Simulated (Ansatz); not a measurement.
```yaml
crystal:
  periodic: [false, false, false]
  atoms:
    - {symbol: Fe, position_ang: [0.000000, 0.000000, 0.000000]}
    - {symbol: F, position_ang: [0.000000, 0.000000, 1.890000]}
basis:
  gaussian: {orbitals: def2-TZVP}
magnetization: {spin_polarized: true, initial_magnetization: 1}
hamiltonian: {xc: pbe0}
relax: {f_tol: 0.004, max_steps: 80}
```

```sh
$ ansatz run in.yaml --threads 1 --pin off --events-out ev --progress --plain --max-ram 2176MiB
```

Steps of the relaxation (energy above the last step; positions in Å, forces in eV/Å):

```
2
step 1, 204.6 meV
Fe    0.000    0.000    0.000    0.000    0.000    2.344
F     0.000    0.000    1.890    0.000    0.000   -2.344
```

```
2
step 2, 59.7 meV
Fe    0.000    0.000    0.037    0.000    0.000    1.455
F     0.000    0.000    1.853    0.000    0.000   -1.455
```

```
2
step 3, 11.3 meV
Fe    0.000    0.000    0.091    0.000    0.000   -0.774
F     0.000    0.000    1.799    0.000    0.000    0.774
```

```
2
step 4, 0.0 meV
Fe    0.000    0.000    0.076    0.000    0.000    0.000
F     0.000    0.000    1.814    0.000    0.000    0.000
```

Close pairs at the end: Fe1–F2 1.739 Å.

A stationary point of unrestricted PBE0 after 4 steps, with ⟨S²⟩ = 2.232 against 0.75 for a pure state. 95 s on 1 thread of Intel Xeon Platinum 8375C, shared host.
